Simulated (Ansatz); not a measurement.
BH2S, SMILES [BH]S: a test of scalar relativity, run with the Ansatz DFT code, driven from Python.

`bh2s_x2c.py`:
```python
import warnings

import ansatz as az
import numpy as np

SETTINGS = {
    "xc": "hf",
}

warnings.simplefilter("ignore", az.DeckWarning)

geometry_ang = [
    ("B", [0.0143, -0.5116, 0.7995]),
    ("S", [0.2136, 1.1121, -0.2007]),
    ("H", [0.5465, -1.4363, 0.4993]),
    ("H", [-0.7189, 0.7755, -1.1184]),
]
system = az.Crystal.molecule()
for symbol, xyz in geometry_ang:
    system = system.atom(symbol, xyz)

base = system.calculation().functional(SETTINGS["xc"]).spin("collinear", total=1).forces()
sets = {"none": "cc-pVTZ", "scalar": "cc-pVTZ-DK"}
found = {kind: base.basis(gaussian=basis).pseudopotentials(relativity=kind).run().report for kind, basis in sets.items()}
for kind, each in found.items():
    dipole = 4.803205 * np.linalg.norm(each["charge_distribution"]["dipole_moment_e_ang"])
    print(f"{kind:7s} E = {each['free_energy_ev']:.4f} eV  dipole {dipole:.3f} D  largest force component {np.abs(each['forces_ev_ang']).max():.4f} eV/A")
print(f"relativity lowers the total energy by {found['none']['free_energy_ev'] - found['scalar']['free_energy_ev']:.3f} eV")
```

What does scalar relativity change in the total energy and in the dipole?

The total moves by -29.6 eV, nearly all in the cores, and the dipole from 1.29 to 1.28 D.

What the script printed:

```console
$ python bh2s_x2c.py
none    E = -11519.4455 eV  dipole 1.294 D  largest force component 3.0221 eV/A
scalar  E = -11549.0273 eV  dipole 1.282 D  largest force component 3.0200 eV/A
relativity lowers the total energy by 29.582 eV
```

Notes:
- Total energies depend on the basis set; only differences at equal settings carry meaning.
- The geometry is a force-field or estimated start, not a minimum of this method. The basis set changes with the Hamiltonian (a set recontracted for scalar relativity), and most of the change in the total lies in the cores.
- The species is open-shell (spin multiplicity 2).
- Run time: 2.5 s on 1 thread of Arm Neoverse V2, with other jobs on the host, peak memory 0.21 GiB.
